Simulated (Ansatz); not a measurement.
## How far each method lies from RCCSDT(Q) for NH4⁺, singlet

Geometry: displaced at random from a stationary point.

```yaml
atoms:
  - { symbol: N, position_ang: [0.0205, 0.0108, 0.0025] }
  - { symbol: H, position_ang: [0.4459, 0.6115, 0.6043] }
  - { symbol: H, position_ang: [-0.6607, -0.6015, 0.5976] }
  - { symbol: H, position_ang: [-0.5736, 0.5211, -0.5701] }
  - { symbol: H, position_ang: [0.5038, -0.6813, -0.6664] }
```

Basis cc-pVTZ; Ansatz 0.2.0. Correlated methods freeze the noble-gas cores, which leaves 8 electrons in 85 orbitals. R marks a restricted (for open shells ROHF) determinant. Active spaces: valence = (8e, 8o) chosen from the atoms' valence shells.

Full CI isn't at hand for all of this; RCCSDT(Q) serves as the reference, and is uncertain by the last step of the cluster series or more.

- UHF ⟨S²⟩: 0.000
- T1 diagnostic (RCCSD): 0.0049
- largest doubles amplitude (RCCSD): 0.029

```csv
level,E − E(RCCSDT(Q)) (kJ/mol),share of correlation (%),wall time
RHF,663.3,0.00,–
RMP2,58.6,91.17,–
RCCSD,18.8,97.17,–
RCCSD(T),1.1,99.83,1.1 s
BCCD(T),1.1,99.84,1.4 s
RCCSDT,0.6,99.91,–
CASSCF (valence space),385.9,41.81,–
NEVPT2 (valence space),79.1,88.07,2.5 s
```

The correlation energy at RCCSDT(Q), counted from RHF, is -6.874 eV. That run took 86 s on 1 thread of AMD EPYC 9B14, shared host.

Times hold each run's SCF and search for its determinant on a shared host, so for small cases they say little of a method's own cost; they ran on 1 thread of AMD EPYC 9B14.

Natural occupations of CASSCF (valence space) about the gap: 1.986 1.982 1.978 1.975 0.024 0.022 0.018 0.016; effectively unpaired electrons, Σ n²(2−n)², 0.01.
